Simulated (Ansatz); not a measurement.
# C4H8S: how energies converge with the basis set

One table from this session's results is given with a row withheld; the runs are named, their logs left out.

The runs use Ansatz 0.2.0, Gaussian basis; one geometry, several basis sets.

Levels to be run: PBE0-D4/def2-SVP; ωB97M-V/def2-SVP; PBE0-D4/def2-QZVPP; ωB97M-V/def2-QZVPP; the functionals' def2-TZVPP values are taken from earlier runs.

### Structure used throughout

An earlier PBE0-D4 in a triple-zeta def2 set relaxation fixed the geometry.

SMILES `CC/C=C/S`, 13 atoms, charge 0, spin multiplicity 1.

Atoms are counted from 1 here; the program's logs count them from 0.

Bond lengths: C1–C2 1.525 Å, C1–H6 1.092 Å, C1–H7 1.093 Å, C1–H8 1.093 Å, C2–C3 1.493 Å, C2–H9 1.094 Å, C2–H10 1.097 Å, C3–C4 1.328 Å, C3–H11 1.089 Å, C4–S5 1.748 Å, C4–H12 1.087 Å, S5–H13 1.343 Å. Angles: C2–C1–H6 110.9°, C2–C1–H7 111.1°, C2–C1–H8 111.1°, H6–C1–H7 107.6°, H6–C1–H8 108.2°, H7–C1–H8 107.7°, C1–C2–C3 112.6°, C1–C2–H9 110.0°, C1–C2–H10 108.9°, C3–C2–H9 109.5°, C3–C2–H10 109.2°, H9–C2–H10 106.4°, C2–C3–C4 124.1°, C2–C3–H11 116.5°, C4–C3–H11 119.4°, C3–C4–S5 128.4°, C3–C4–H12 120.3°, S5–C4–H12 111.3° and more.

The first run:

Contents of in.yaml:

```yaml
crystal:
  periodic: [false, false, false]
  atoms:
    - {symbol: C, position_ang: [-1.624290, -0.862136, -0.437786]}
    - {symbol: C, position_ang: [-0.212071, -0.985272, 0.123568]}
    - {symbol: C, position_ang: [0.405985, 0.341576, 0.417996]}
    - {symbol: C, position_ang: [1.515147, 0.790608, -0.158799]}
    - {symbol: S, position_ang: [2.323969, 2.319932, 0.089433]}
    - {symbol: H, position_ang: [-1.620776, -0.317823, -1.384800]}
    - {symbol: H, position_ang: [-2.275707, -0.320473, 0.253236]}
    - {symbol: H, position_ang: [-2.066856, -1.845930, -0.610575]}
    - {symbol: H, position_ang: [0.422733, -1.536071, -0.577157]}
    - {symbol: H, position_ang: [-0.246009, -1.580748, 1.044417]}
    - {symbol: H, position_ang: [-0.112100, 0.968514, 1.142531]}
    - {symbol: H, position_ang: [2.041052, 0.178909, -0.887379]}
    - {symbol: H, position_ang: [1.469320, 2.814015, 1.000116]}
basis:
  gaussian: {orbitals: def2-SVP}
hamiltonian: {xc: pbe0, dispersion: d4}
output: {orbitals: {seedname: orbitals}}
```

Run with:

```
ansatz run in.yaml --threads 4 --pin off --events-out ev --progress --plain --max-ram 10444MiB
```

Steps of the session up to this table: PBE0-D4 in def2-SVP; ωB97M-V in def2-SVP; PBE0-D4 in def2-QZVPP; ωB97M-V in def2-QZVPP.

One of the session's tables, all rows but one given; the rest of the session is left out.

It belongs to the step «Functionals by basis». 

| functional | basis | HOMO (eV) | LUMO (eV) |
| --- | --- | --- | --- |
| PBE0-D4 | def2-SVP | -6.13 | 0.52 |
| PBE0-D4 | def2-TZVPP | -6.22 | 0.23 |
| PBE0-D4 | def2-QZVPP | -6.25 | 0.11 |
| ωB97M-V | def2-SVP | -8.22 | 2.68 |
| ωB97M-V | def2-TZVPP | -8.33 | 2.25 |
| ωB97M-V | def2-QZVPP | ? | ? |

Estimate the missing values for ωB97M-V, def2-QZVPP.

The run gave: HOMO (eV): -8.36; LUMO (eV): 1.87. In the column «HOMO (eV)» it is the lowest.
